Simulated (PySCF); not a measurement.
## Gas-phase XPS of `[SiH3]O[SiH3]`, computed

Species: H₆OSi₂.
Cartesian coordinates in Å at the PBE0-D3(BJ)/def2-TZVP level; atoms count from 1:
```
atom  x, y, z in Å
Si1   -1.5433   -0.2209    0.1053
O2     0.0673   -0.3380    0.3532
Si3    1.5517    0.2210   -0.0399
H4    -1.8578    1.0257   -0.6424
H5    -2.0135   -1.3916   -0.6775
H6    -2.2307   -0.1971    1.4197
H7     2.4152   -0.9254   -0.4160
H8     1.4571    1.1679   -1.1829
H9     2.1421    0.9203    1.1289
```

Computed with delta-SCF UKS SCAN, pcX-3 on the ionised atom, pcseg-2 elsewhere, spin-free X2C in PySCF 2.14.0. Binding energies are ΔSCF values: E(core-ionised, relaxed orbitals) − E(ground state) at a fixed geometry, referred to the vacuum level.

**Question.** List the computed XPS lines with their assignment.

**Answer.** 
```csv
atom(s),environment,level,binding energy (eV),2p1/2 (eV),count
Si1/Si3,oxygen-bound silicon,Si 1s,1847.51,–,2
O2,siloxane oxygen,O 1s,538.19,–,1
Si1/Si3,oxygen-bound silicon,Si 2p3/2,107.54,108.16,2
```

**Question.** Give the binding energy of Si 2p3/2 of Si1/Si3 in hartree and in kJ/mol.

**Answer.** 107.54 eV = 3.9520 Eh = 10376 kJ/mol.

**Question.** Which photon energy gives electrons from Si 2p3/2 of Si1/Si3 a kinetic energy of 20 eV, and what is their de Broglie wavelength?

**Answer.** hν = 107.54 + 20 = 127.54 eV, recoil neglected; λ = 12.264 Å/√(E/eV) = 2.74 Å.

The first atom of each set that the bonding makes equivalent was ionised and stands for the set. 2p3/2 and 2p1/2 are the ΔSCF energy of one spin-free 2p hole plus the eigenvalues of a spin–orbit and ligand-field matrix of the shell. 2p1/2 minus 2p3/2 (ligand field included): Si 0.63 eV. Geometry: PBE0-D3(BJ)/def2-TZVP; no solvent, vibrations or thermal averaging.
